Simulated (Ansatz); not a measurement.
## Relaxing CrCo₂

All numbers below come from Ansatz, DFT PBE, scalar-relativistic, plane waves, PAW. Cutoff 420 eV, Γ-centred k mesh, Gaussian smearing, no spin polarisation in the final step.

CrCo₂ was placed on the Cu2Sb structure type (P4/nmm, No. 129), with Cr in place of Sb, Co in place of Cu, at a guessed volume.

```xyz
6
Lattice="3.3779 0.0000 0.0000 0.0000 3.3779 0.0000 0.0000 0.0000 5.1539" Properties=species:S:1:pos:R:3 pbc="T T T"
Cr    0.0000    1.6889    3.6078
Cr    1.6889    0.0000    1.5462
Co    0.0000    0.0000    0.0000
Co    1.6889    1.6889    0.0000
Co    0.0000    1.6889    1.3916
Co    1.6889    0.0000    3.7624
```

Cell and atoms relax at zero pressure; the relaxation can't lower the symmetry of the start. After a coarse first stage the cell is made exact in the group found at 0.06 Å.

Formation energies are uncorrected and refer to the elements' standard structures at the same level.

Problem. What does it relax into?

Solution. It keeps P4/nmm (No. 129). The result has the Cu2Sb structure. Conventional cell: a = 3.465 Å, c = 5.626 Å. Cr is coordinated by 1 Co at 2.13 Å and 8 Co at 2.46–2.52 Å; Co on Wyckoff site a (2 atoms of the primitive cell) has 8 Co at 2.40–2.45 Å and 4 Cr at 2.52 Å; Co on Wyckoff site c (2 atoms of the primitive cell) is coordinated by 1 Cr at 2.13 Å, 4 Co at 2.40 Å and 4 Cr at 2.46 Å.

Space group P4/nmm:1 (No. 129). a = 3.465 Å, b = 3.465 Å, c = 5.626 Å, α = 90.00°, β = 90.00°, γ = 90.00°
```json
{"atom": "Cr", "site": "2c", "symmetry": "4mm", "x": "0.0000", "y": "0.5000", "z": "0.6744"}
{"atom": "Co", "site": "2a", "symmetry": "-4m2", "x": "0.0000", "y": "0.0000", "z": "0.0000"}
{"atom": "Co", "site": "2c", "symmetry": "4mm", "x": "0.0000", "y": "0.5000", "z": "0.2959"}
```

Problem. What are its volume, energy, density and gap?

Solution. The volume per atom is 11.26 Å³, the density is 8.35 g/cm³ and the energy over the elements is 0.33 eV/atom. The gap on the 12×12×8 mesh is 0 eV (a metal).

The final run used a 12×12×8 mesh on its 6-atom cell and 0.10 eV smearing. For metals, differences of a few meV/atom aren't resolved. Symmetry constrained the relaxation, so the result can be a saddle point.

Cost: 3 runs of about 6.5 core-minutes in all, on Arm Neoverse V1 (shared hosts).